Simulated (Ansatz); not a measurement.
# C2HF2NS: the cost of one run

Program: Ansatz 0.2.0. Level of theory: UKS B3LYP/def2-SVP. These are calculated values, not measurements.

## Step 1: The starting structure

Bond lengths: F1–C2 1.398 Å, C2–F3 1.353 Å, C2–N4 1.482 Å, N4–C5 1.306 Å, C2–S6 1.785 Å, C5–S6 1.714 Å, C5–H7 1.088 Å. Angles: F1–C2–F3 109.4°, F1–C2–N4 110.2°, F1–C2–S6 116.5°, F3–C2–N4 114.6°, F3–C2–S6 114.6°, N4–C2–S6 90.6°, C2–N4–C5 96.1°, N4–C5–S6 100.2°, N4–C5–H7 129.7°, S6–C5–H7 129.8°, C2–S6–C5 72.8°.

Coordinates:

```xyz
7

F     1.3558   -0.8626    1.2111
C     0.1731   -0.6765    0.4893
F    -0.5480   -1.8217    0.5070
N     0.4767   -0.1596   -0.8658
C    -0.2454    0.9243   -0.7669
S    -0.7640    0.7961    0.8612
H    -0.3869    1.7320   -1.4816
```

## Step 2: End point A

Input file input.yaml:

```yaml
crystal:
  periodic: [false, false, false]
  atoms:
    - { symbol: F, position_ang: [1.3558, -0.8626, 1.2111] }
    - { symbol: C, position_ang: [0.1731, -0.6765, 0.4893] }
    - { symbol: F, position_ang: [-0.548, -1.8217, 0.507] }
    - { symbol: "N", position_ang: [0.4767, -0.1596, -0.8658] }
    - { symbol: C, position_ang: [-0.2454, 0.9243, -0.7669] }
    - { symbol: S, position_ang: [-0.764, 0.7961, 0.8612] }
    - { symbol: H, position_ang: [-0.3869, 1.732, -1.4816] }
magnetization:
  spin_polarized: true
basis:
  gaussian: { orbitals: def2-SVP }
hamiltonian:
  xc: b3lyp
relax:
  f_tol: 0.02
  max_steps: 50
output:
  orbitals: {}
```

Command:

```
$ ansatz run input.yaml --threads 2 --pin off --max-ram 3072MiB --backend cpu --events-out ev --progress --plain --runs-dir out
```

**Question.** How long does this run take on 2 threads of AMD EPYC 9R45 (Zen 5), shared host, and how much memory does it need?

About 13 s, with a peak of 0.29 GiB.
